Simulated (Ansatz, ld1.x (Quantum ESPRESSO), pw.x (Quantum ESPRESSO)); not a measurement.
From atom to crystal: RRKJ potential for platinum (Pt)

ld1.x (Quantum ESPRESSO) 7.5 input, shortened:

```
&input
   title='Pt', zed=78., rel=1, dft='PBESOL', iswitch=3,
   config='[Xe] 4f14 5d9 6s0.5 6p0.5'
 /
 &inputp
   pseudotype=2, tm=.false., lloc=0,
   nlcc=.true.
 /
3
6P  2  1   0.50   0.00  3.55  3.55  0.0
5D  3  2   9.00   0.00  1.60  1.60  0.0
6S  1  0   0.50   0.00  2.05  2.05  0.0
 &test
   configts(1)='5d9 6s0.5 6p0.5'
 /
```

Atomic tests: cutoffs needed: 55 Ry and 70 Ry (the cutoffs (Ry, on a coarse ladder) from which the occupation-weighted sum of valence levels, in a spherical-Bessel basis at the reference potential, stays within 10 and 1 mRy of its value at 400 Ry); ghost test: no extra level below or beside the all-electron valence levels (p, d, s, f tested) (spherical-Bessel basis up to 400 Ry, 20 bohr box); largest excitation error: -61 meV (all-electron minus pseudo) for 5d8 6s0 6p0, out of 7 test configurations.

Crystal test: sc Pt in pw.x 7.5, no spin, 13³ k-points, Fermi–Dirac smearing 0.01 Ry, cutoffs 85/340 Ry. The reference is all-electron LAPW (Ansatz 0.2.0) with the same functional, mesh and smearing; V0 and B0 come from Birch–Murnaghan fits to the pressures at five volumes. Errors are pseudo minus all-electron; Δ is the rms difference of the E(V) curves that follow from these fits, minima aligned, over ±6 % about the mean V0. Mesh and smearing are coarse, so the numbers serve the comparison and aren't converged zero-temperature values; the lattice is a test structure that the element need not adopt.

```csv
V (Å³/atom),P all-electron (GPa),P pseudo (GPa)
16.490,12.38,20.99
16.924,5.58,13.40
17.358,-0.22,6.87
17.792,-5.17,1.32
18.226,-9.37,-3.43
```

All-electron: a0 = 2.588 Å (V0 = 17.34 Å³/atom), B0 = 215.1 GPa.

Pseudopotential: mean pressure error (GPa): +7.19; a0 (Å): 2.616; a0 error (%): +1.08; B0 error (%): -5.5; Δ (meV/atom): 26.0. The largest radius (3.55 bohr) exceeds half the bond length (2.45 bohr), so the spheres overlap, which is one possible source of error among others. This is a poor potential for the solid.

Task: At the middle volume, how do free energy and pressure move when the wave cutoff is lowered (ecutrho kept at four times it)?

Result:

```tsv
cutoff (Ry)	shift of F (meV/atom)	shift of P (GPa)
38	+182.3	-2.88
51	+120.8	-2.71
68	+7.8	-1.13
```

Input at the middle volume:

```
&control
  calculation='scf', prefix='x', pseudo_dir='./', outdir='./tmp', tstress=.true., disk_io='low'
/
&system
  ibrav=0, nat=1, ntyp=1, ecutwfc=85, ecutrho=340, nbnd=12,
  occupations='smearing', smearing='fd', degauss=0.01
/
&electrons
  conv_thr=1e-09, mixing_beta=0.4, electron_maxstep=70
/
ATOMIC_SPECIES
Pt 1.0 Pt.UPF
CELL_PARAMETERS angstrom
  2.58920574 0.00000000 0.00000000
  0.00000000 2.58920574 0.00000000
  0.00000000 0.00000000 2.58920574
ATOMIC_POSITIONS crystal
Pt 0.0000 0.0000 0.0000
K_POINTS automatic
13 13 13 0 0 0
```

```bash
pw.x < Pt.scf.in > Pt.scf.out
```

Lines of the output:

```
Message from routine setup:
     using ibrav=0 with symmetry is DISCOURAGED, use correct ibrav instead
     lattice parameter (alat)  =       4.8929  a.u.
     unit-cell volume          =     117.1376 (a.u.)^3
     number of electrons       =        10.00
     number of Kohn-Sham states=           12
     kinetic-energy cutoff     =      85.0000  Ry
     charge density cutoff     =     340.0000  Ry
     scf convergence threshold =      1.0E-09
     Exchange-correlation= PBESOL
     number of k points=    84  Fermi-Dirac smearing, width (Ry)=  0.0100
     iteration #  1     ecut=    85.00 Ry     beta= 0.40
     total energy              =     -75.03439632 Ry
     estimated scf accuracy    <       0.13058725 Ry
     iteration #  2     ecut=    85.00 Ry     beta= 0.40
     total energy              =     -75.05524452 Ry
     estimated scf accuracy    <       0.00229202 Ry
     iteration #  3     ecut=    85.00 Ry     beta= 0.40
     total energy              =     -75.05548580 Ry
     estimated scf accuracy    <       0.00042346 Ry
     iteration #  4     ecut=    85.00 Ry     beta= 0.40
     total energy              =     -75.05549649 Ry
     estimated scf accuracy    <       0.00000113 Ry
     iteration #  5     ecut=    85.00 Ry     beta= 0.40
     total energy              =     -75.05549679 Ry
     estimated scf accuracy    <       0.00000032 Ry
     iteration #  6     ecut=    85.00 Ry     beta= 0.40
     total energy              =     -75.05549678 Ry
     estimated scf accuracy    <       0.00000006 Ry
     iteration #  7     ecut=    85.00 Ry     beta= 0.40
     the Fermi energy is    14.3997 ev
!    total energy              =     -75.05549679 Ry
     estimated scf accuracy    <          7.8E-11 Ry
     smearing contrib. (-TS)   =      -0.00541642 Ry
     The total energy is F=E-TS. E is the sum of the following terms:
     one-electron contribution =      11.45475157 Ry
     hartree contribution      =       5.70367676 Ry
     xc contribution           =     -34.22033327 Ry
     ewald contribution        =     -57.98817543 Ry
     convergence has been achieved in   7 iterations
          total   stress  (Ry/bohr**3)                   (kbar)     P=       68.71
```

The run at the middle volume (84 k-points, 7 iterations) took about 26 s on one core of a shared host (Neoverse-N1, 64 threads, 124 GiB, load 65).
